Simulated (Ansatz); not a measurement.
# AlHSi: the cost of one run

Computed with Ansatz 0.2.0, Gaussian basis. Level: def2-QZVPP, core rule «outside noble gas», up to 10 orbitals frozen.

Plan: UHF; ROHF; CCSD(T) on UHF.

2 further runs of the same task are left out: 2 set aside as unsound or not needed. Runs told in other sessions of the task aren't counted.

## (1) The geometry

The geometry is a PBE0/def2-TZVP stationary point (not a proven minimum) of the parent state, kept for this charge and spin.

3 atoms, charge 1, spin multiplicity 2.

Atoms are counted from 1 here; the program's logs count them from 0.

Bond lengths: Si1–Al2 2.647 Å, Si1–H3 1.545 Å. Angles: Al2–Si1–H3 78.2°.

## (2) UHF

The input, in.yaml:

```yaml
crystal:
  periodic: [false, false, false]
  atoms:
    - {symbol: Si, position_ang: [0.000000, -0.066010, 1.277710]}
    - {symbol: Al, position_ang: [0.000000, 0.014356, -1.367591]}
    - {symbol: H, position_ang: [0.000000, 1.455013, 1.006599]}
basis:
  gaussian: {orbitals: "def2-QZVPP.json"}
total_charge: 1
magnetization: {spin_polarized: true, initial_magnetization: 1}
hamiltonian: {xc: hf}
output: {orbitals: {seedname: orbitals}}
```

Command:

```bash
> ansatz run in.yaml --threads 1 --pin off --events-out ev --progress --plain --max-ram 2393MiB
```

**Question.** How long does this run take on 1 thread of Arm Neoverse V1, shared host, and how much memory does it need?

About 38 s, with a peak of 0.38 GiB.
